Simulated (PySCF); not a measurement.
# Orbital picture of AlS

r²SCAN at R = 2.039 Å; Al x2c-TZVPPall, S x2c-TZVPPall; spin-free X2C with a Gaussian nucleus (PySCF 2.14). State: ²Σ⁺ (doublet), unpaired electrons σ ↑. Only the outer orbitals are listed, counted within each symmetry.

```json
{"spin": "α", "orbital": "7σ", "occ.": "1", "ε (eV)": "-17.26", "on Al (%)": "13", "main shells (%)": "85 S s"}
{"spin": "α", "orbital": "8σ", "occ.": "1", "ε (eV)": "-9.41", "on Al (%)": "54", "main shells (%)": "53 Al s, 38 S p"}
{"spin": "α", "orbital": "9σ", "occ.": "1", "ε (eV)": "-6.64", "on Al (%)": "62", "main shells (%)": "37 S p, 35 Al p, 26 Al s"}
{"spin": "α", "orbital": "3π", "occ.": "1", "ε (eV)": "-6.35", "on Al (%)": "19", "main shells (%)": "80 S p, 17 Al p"}
{"spin": "α", "orbital": "3π", "occ.": "1", "ε (eV)": "-6.35", "on Al (%)": "19", "main shells (%)": "80 S p, 17 Al p"}
{"spin": "α", "orbital": "4π", "occ.": "0", "ε (eV)": "-2.42", "on Al (%)": "87", "main shells (%)": "79 Al p, 12 S p"}
{"spin": "α", "orbital": "4π", "occ.": "0", "ε (eV)": "-2.42", "on Al (%)": "87", "main shells (%)": "79 Al p, 12 S p"}
{"spin": "α", "orbital": "10σ", "occ.": "0", "ε (eV)": "0.35", "on Al (%)": "99", "main shells (%)": "58 Al p, 28 Al d, 13 Al s"}
{"spin": "β", "orbital": "7σ", "occ.": "1", "ε (eV)": "-16.82", "on Al (%)": "15", "main shells (%)": "84 S s"}
{"spin": "β", "orbital": "8σ", "occ.": "1", "ε (eV)": "-8.57", "on Al (%)": "45", "main shells (%)": "47 S p, 43 Al s"}
{"spin": "β", "orbital": "3π", "occ.": "1", "ε (eV)": "-6.25", "on Al (%)": "20", "main shells (%)": "80 S p, 16 Al p"}
{"spin": "β", "orbital": "3π", "occ.": "1", "ε (eV)": "-6.25", "on Al (%)": "20", "main shells (%)": "80 S p, 16 Al p"}
{"spin": "β", "orbital": "9σ", "occ.": "0", "ε (eV)": "-4.73", "on Al (%)": "72", "main shells (%)": "44 Al s, 28 S p, 26 Al p"}
{"spin": "β", "orbital": "4π", "occ.": "0", "ε (eV)": "-1.51", "on Al (%)": "85", "main shells (%)": "84 Al p, 13 S p"}
{"spin": "β", "orbital": "4π", "occ.": "0", "ε (eV)": "-1.51", "on Al (%)": "85", "main shells (%)": "84 Al p, 13 S p"}
```

Question: Which are the highest filled and the lowest empty level, where do they sit, and how wide is the gap?

Answer: Highest filled β 3π at -6.25 eV (in %: 80 S p, 16 Al p); lowest empty β 9σ at -4.73 eV (in %: 44 Al s, 28 S p, 26 Al p); the gap at r²SCAN is 1.52 eV.

| Quantity | Value |
| --- | --- |
| bond order (Mayer) | 2.28 |
| ⟨S²⟩ | 0.759 |
| charge on Al (Mulliken, basis-dependent) | 0.32 |
| charge on Al (Löwdin, basis-dependent) | -0.17 |
| dipole moment (positive dipole means Al(−)S(+)) | -3.79 D |

The state is the lowest determinant that a PBE0 search found; another state may lie lower at other levels.
